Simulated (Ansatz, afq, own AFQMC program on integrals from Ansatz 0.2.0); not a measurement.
# Where AFQMC and coupled cluster stand for SiH3⁺, triplet

```xyz
4

Si    0.0027    0.0652   -0.0691
H     0.0027   -1.2279   -0.8138
H     0.3595   -0.2576    1.2201
H    -0.4366   -0.3322    1.5180
```

Basis 6-31G. Only valence electrons are correlated. Ansatz 0.2.0 and our own AFQMC program on the same integrals; the CISD trial comes from CCSD amplitudes, and released means the phaseless constraint is let go. ± is one standard error of the sampling.

Determinant: UHF, the one that the program's search chose, which needn't be the lowest solution. The geometry is a point of a scan.

Full CI on the same integrals is exact in this basis and with this determinant's frozen core.

Cautions: lower spins were not checked.

```
T1 diagnostic                               : 0.0107
weight of the determinant in the CISD state : 0.955
⟨S²⟩ of the determinant                     : 2.002
size of the correlated space                : 6 electrons in 14 orbitals
```

```csv
level,correlation energy (eV)
MP2,-1.1470
CCSD,-1.6265
CCSD(T),-1.6443
```

**Question.** Estimate where full CI lies against CCSD(T) on the same integrals.

**Answer.** 0.19 kcal/mol below CCSD(T).

Reference: full CI, correlation energy -1.653 eV. The released energy is read at 2.40 1/Eh (meV from the phaseless value at times in 1/Eh: -0.2 ± 0.4 at 0.24, -0.1 ± 0.4 at 0.51, -0.6 ± 0.3 at 0.99, -0.5 ± 0.3 at 1.62, -0.51 ± 0.21 at 2.40).

```json
{"level": "CCSD(T)", "E − E(reference) (kcal/mol)": "0.19", "share of correlation (%)": "99.50"}
{"level": "CCSDT", "E − E(reference) (kcal/mol)": "0.01", "share of correlation (%)": "99.98"}
{"level": "CCSDT(Q)", "E − E(reference) (kcal/mol)": "0.00", "share of correlation (%)": "99.99"}
{"level": "CCSDTQ", "E − E(reference) (kcal/mol)": "0.00", "share of correlation (%)": "100.00"}
{"level": "ph-AFQMC/CISD", "E − E(reference) (kcal/mol)": "0.02 ± 0.009", "share of correlation (%)": "99.94"}
{"level": "released AFQMC", "E − E(reference) (kcal/mol)": "0.01 ± 0.005", "share of correlation (%)": "99.97"}
```

CCSDT and higher add their correlation energy to the determinant of the CCSD(T) run, since their own runs factorise the integrals more tightly (a shift of under 2 meV). Released energies are given only where the last usable release times agree within the noise; a slower fall can still hide under it.
